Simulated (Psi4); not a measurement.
# C3H6 (cyclopropane): wB97X-V/def2-SVPD

Aim: the energy change on altering one bond length of C3H6 (cyclopropane) at wB97X-V/def2-SVPD, from 2 runs. 

Program for the calculation: Psi4 1.11.

**1. The structure to begin with**

C3H6: 9 atoms, total charge 0, spin state singlet. As SMILES, `C1CC1`. The shape is that of a PBE0-D4/def2-TZVP optimisation.

Bond lengths: C1–C2 1.497 Å, C1–C3 1.497 Å, C2–C3 1.497 Å, C1–H4 1.083 Å, C1–H5 1.083 Å, C2–H6 1.083 Å, C2–H7 1.083 Å, C3–H8 1.083 Å, C3–H9 1.083 Å. Some angles: C1–C2–C3 60.0°, C2–C1–C3 60.0°, C1–C3–C2 60.0°, C1–C2–H6 118.0°, C1–C2–H7 118.0°, C3–C2–H6 118.0°, C3–C2–H7 118.0°, C2–C1–H4 118.0°, C2–C1–H5 118.0°, C3–C1–H4 118.0°.

**2. The energy at wB97X-V/def2-SVPD**

Contents of c3h6.xyz:

```xyz
9
C3H6
C     -0.517900     0.019300    -0.686000
C      0.732100     0.469600     0.003900
C     -0.184700    -0.504300     0.676400
H     -1.333400     0.726200    -0.773800
H     -0.419800    -0.654400    -1.528000
H      0.766100     1.482700     0.384900
H      1.679800     0.102000    -0.369100
H      0.140000    -1.533900     0.760300
H     -0.773700    -0.153400     1.514500
```

Contents of c3h6_ase.py:

```python
import numpy as np
from ase.calculators.psi4 import Psi4
from ase.io import read

a = read('c3h6.xyz')
calc = Psi4(atoms=a, method='wb97x-v', basis='def2-SVPD', memory='1600MB', num_threads=1, charge=0, multiplicity=1, label='psi4-calc')
calc.psi4.set_options({'puream': True, 'e_convergence': 1e-09, 'd_convergence': 1e-08, 'scf_type': 'pk', 'dft_radial_points': 99, 'dft_spherical_points': 590})
a.calc = calc

print(f'energy: {a.get_potential_energy():.6f} eV')
```

Started as:

```sh
$ python c3h6_ase.py
```

psi4-calc.dat:

```text
[...]
  Running in c1 symmetry.
[...]
  Nuclear repulsion =   76.073909003447099
[...]
  Multiplicity = 1
[...]
  Nalpha       = 12
  Nbeta        = 12
[...]
    Number of basis functions: 108
[...]
   @RKS iter   1:  -117.65749685758924   -1.99575e-01   4.42909e-03 DIIS/ADIIS
[...]
   @RKS iter  10:  -117.78292701964985   -8.66862e-13   1.14341e-09 DIIS
[...]
    Orbital Energies [Eh]
    ---------------------
    Doubly Occupied:
       1A    -10.281412     2A    -10.281107     3A    -10.281103
       4A     -0.983031     5A     -0.715200     6A     -0.715192
       7A     -0.611627     8A     -0.577363     9A     -0.466015
      10A     -0.466005    11A     -0.400213    12A     -0.400200
[...]
  @RKS Final Energy:  -117.78292701964985
   => Energetics <=
    Nuclear Repulsion Energy =             76.0739090034470991
    One-Electron Energy =                -307.1415956511476679
    Two-Electron Energy =                 125.6926439775411808
    DFT Exchange-Correlation Energy =     -12.5021756716464179
    Empirical Dispersion Energy =           0.0000000000000000
    VV10 Nonlocal Energy =                  0.0942913221559394
    Total Energy =                       -117.7829270196498470
[...]
 Multipole Moments:
 ------------------------------------------------------------------------------------
     Multipole            Electronic (a.u.)      Nuclear  (a.u.)        Total (a.u.)
 ------------------------------------------------------------------------------------
 L = 1.  Multiply by 2.5417464519 to convert [e a0] to [Debye]
 Dipole X            :          0.0000120            0.0000000            0.0000120
 Dipole Y            :         -0.0000091            0.0000000           -0.0000091
 Dipole Z            :         -0.0001551            0.0001605            0.0000055
 Magnitude           :                                                    0.0000160
[...]
```

The script printed:

```text
energy: -3205.036694 eV
```

Wall time 1.8 min (1 thread of Intel Xeon 6975P-C (Granite Rapids), shared host); peak memory 0.75 GiB.

**3. The distorted shape at the same level**

Contents of job.in:

```
memory 1600 mb

molecule mol {
  C     -1.03429624     0.41835513    -0.81906966
  C      1.32786141     1.26929880     0.48465239
  C     -0.40463950    -0.57110547     1.75549321
  H     -2.57536790     1.75420253    -0.98498762
  H     -0.79330703    -1.23663678    -2.88750152
  H      1.39211210     3.18378034     1.20463804
  H      3.11875486     0.57463548    -0.22021545
  H      0.20895458    -2.51676749     1.91404123
  H     -1.51768818     0.09199943     3.33927267
  units bohr
  symmetry c1
}

set {
  basis                def2-SVPD
  reference            rks
  puream               true
  e_convergence        1e-09
  d_convergence        1e-08
  scf_type             pk
  dft_radial_points    99
  dft_spherical_points 590
}

energy_value, wavefunction = energy("wb97x-v", return_wfn=True)
print_variables()
```

Started as:

```sh
$ psi4 -n 1 job.in job.out
```

job.out:

```text
[...]
  Running in c1 symmetry.
[...]
  Nuclear repulsion =   74.995001811692674
[...]
  Multiplicity = 1
[...]
  Nalpha       = 12
  Nbeta        = 12
[...]
    Number of basis functions: 108
[...]
   @RKS iter   1:  -117.61091897590570   -2.94864e-01   4.49617e-03 DIIS/ADIIS
[...]
   @RKS iter  10:  -117.74583381503901   -2.07194e-11   6.64664e-09 DIIS
[...]
    Orbital Energies [Eh]
    ---------------------
    Doubly Occupied:
       1A    -10.310288     2A    -10.284608     3A    -10.284404
       4A     -0.984380     5A     -0.717996     6A     -0.699785
       7A     -0.606032     8A     -0.570115     9A     -0.468458
      10A     -0.441009    11A     -0.403529    12A     -0.397192
[...]
  @RKS Final Energy:  -117.74583381503901
   => Energetics <=
    Nuclear Repulsion Energy =             74.9950018116926742
    One-Electron Energy =                -304.9763567772097304
    Two-Electron Energy =                 124.5722524687861750
    DFT Exchange-Correlation Energy =     -12.4308868037158700
    Empirical Dispersion Energy =           0.0000000000000000
    VV10 Nonlocal Energy =                  0.0941554854077354
    Total Energy =                       -117.7458338150390063
[...]
 Multipole Moments:
 ------------------------------------------------------------------------------------
     Multipole            Electronic (a.u.)      Nuclear  (a.u.)        Total (a.u.)
 ------------------------------------------------------------------------------------
 L = 1.  Multiply by 2.5417464519 to convert [e a0] to [Debye]
 Dipole X            :         -0.0019857            0.0236187            0.0216330
 Dipole Y            :          0.2109679           -0.1622023            0.0487656
 Dipole Z            :          0.3026794           -0.2025619            0.1001176
 Magnitude           :                                                    0.1134442
[...]
```

Run time: 2 min. Hardware: 1 thread of Intel Xeon 6975P-C (Granite Rapids), shared host; peak memory 0.74 GiB.

**4. What came out**

At wB97X-V/def2-SVPD:

| quantity | value |
| --- | --- |
| first shape: total energy | -117.78293 Eh |
| first shape: dipole moment | 0.00 D |
| first shape: HOMO energy | -10.89 eV |
| first shape: LUMO energy | 2.67 eV |
| first shape: HOMO–LUMO gap | 13.56 eV |
| distorted shape: total energy | -117.74583 Eh |
| distorted shape: dipole moment | 0.29 D |
| distorted shape: HOMO energy | -10.81 eV |
| distorted shape: LUMO energy | 2.47 eV |
| distorted shape: HOMO–LUMO gap | 13.28 eV |
| energy change with the C1–H5 bond stretched from 1.083 to 1.408 Å | 1.009 eV |

**Reading.** With the C1–H5 bond stretched from 1.083 to 1.408 Å the energy rises by 1.01 eV (23 kcal/mol). The first shape isn't relaxed at this level, so the change isn't measured from a minimum.
